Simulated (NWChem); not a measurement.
**Correlation energy of ClNa**

```xyz
2

Na     0.0000     0.0000    -1.4209
Cl     0.0000     0.0000     0.9194
```
Charge 0, spin multiplicity 1.

The numbers come from NWChem runs, not from measurements. All single points use one geometry, from B3LYP/def2-SVP, a minimum by its harmonic frequencies.

Basis set: cc-pVTZ. Each correlation energy counts from its own Hartree-Fock reference.

The correlated methods keep 6 core orbitals frozen. The structure started from a generated list of species. Coupled-cluster values serve here as a point of comparison, not as the truth.

One of these methods gave a correlation energy of -211.8 mHa. Which?
A) SCS-MP2
B) CCSD
C) CR-CCSD[T]
D) MP2

D, MP2. The others give -208.4 (SCS-MP2), -235.7 (CR-CCSD[T]), -228.5 (CCSD).
